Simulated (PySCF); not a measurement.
Partial charges of P2H4

P₂H₄.
Z-matrix (Å and degrees, GFN2-xTB geometry), rows numbered from 1:
```
P 
P   1  2.1537
H   1  1.3955  2   93.87
H   1  1.3952  2   93.94  3    92.23
H   2  1.3957  1   93.88  3   179.55
H   2  1.3956  1   93.77  3    87.29
```

The species is `PP` (P2H4).

Density: PBE0/pcSseg-1 (PySCF); schemes: Mulliken, IAO, Hirshfeld and ESP-fitted. Geometry: GFN2-xTB, one conformer, isolated molecule.

Problem. At which atom do the 4 schemes differ most?

Solution. At P1 and P2: from -0.321 (ESP-fitted) to +0.023 e (Hirshfeld), 0.344 e apart.

Problem. Which atoms carry the lowest charge in the Mulliken, IAO, Hirshfeld and ESP-fitted schemes?

Solution. The schemes don't all agree: Mulliken P1 (-0.126); IAO H3, H4, H5 and H6 (-0.007); Hirshfeld H3, H4, H5 and H6 (-0.011); ESP-fitted P1 and P2 (-0.321).

Problem. Which atoms carry the highest charge in the Mulliken, IAO, Hirshfeld and ESP-fitted schemes?

Solution. The schemes don't all agree: Mulliken H3, H4, H5 and H6 (+0.063); IAO P1 and P2 (+0.014); Hirshfeld P1 and P2 (+0.023); ESP-fitted H3 and H5 (+0.161).

Problem. What partial charge does each atom carry?

Solution. In e:

```json
{"atom": "P1", "environment": "three-coordinate phosphorus", "Mulliken": "-0.126", "IAO": "+0.014", "Hirshfeld": "+0.023", "ESP-fitted": "-0.321"}
{"atom": "P2", "environment": "three-coordinate phosphorus", "Mulliken": "-0.125", "IAO": "+0.014", "Hirshfeld": "+0.023", "ESP-fitted": "-0.321"}
{"atom": "H3", "environment": "P–H hydrogen", "Mulliken": "+0.063", "IAO": "-0.007", "Hirshfeld": "-0.011", "ESP-fitted": "+0.161"}
{"atom": "H4", "environment": "P–H hydrogen", "Mulliken": "+0.063", "IAO": "-0.007", "Hirshfeld": "-0.011", "ESP-fitted": "+0.160"}
{"atom": "H5", "environment": "P–H hydrogen", "Mulliken": "+0.063", "IAO": "-0.007", "Hirshfeld": "-0.011", "ESP-fitted": "+0.161"}
{"atom": "H6", "environment": "P–H hydrogen", "Mulliken": "+0.063", "IAO": "-0.007", "Hirshfeld": "-0.011", "ESP-fitted": "+0.159"}
```

Mean size of the charges over all atoms: ESP-fitted 0.214 e, Mulliken 0.084 e, Hirshfeld 0.015 e, IAO 0.009 e. Each set sums to the total charge, 0, to within 0.001 e. The ESP scheme fits charges at the nuclei, held to the total charge, to the electrostatic potential on points at 1.4 to 2.0 times the van der Waals radii. The Hirshfeld scheme divides the density at each point in proportion to the densities of the neutral, spherically averaged free atoms.

Problem. Sum the charges by element.

Solution. 
```tsv
element	atoms	Mulliken	IAO	Hirshfeld	ESP-fitted
P	2	-0.251	+0.028	+0.045	-0.641
H	4	+0.251	-0.028	-0.045	+0.641
```

Problem. How many electrons does the Mulliken scheme count on P1?

Solution. Z − q = 15 − (-0.126) = 15.126.
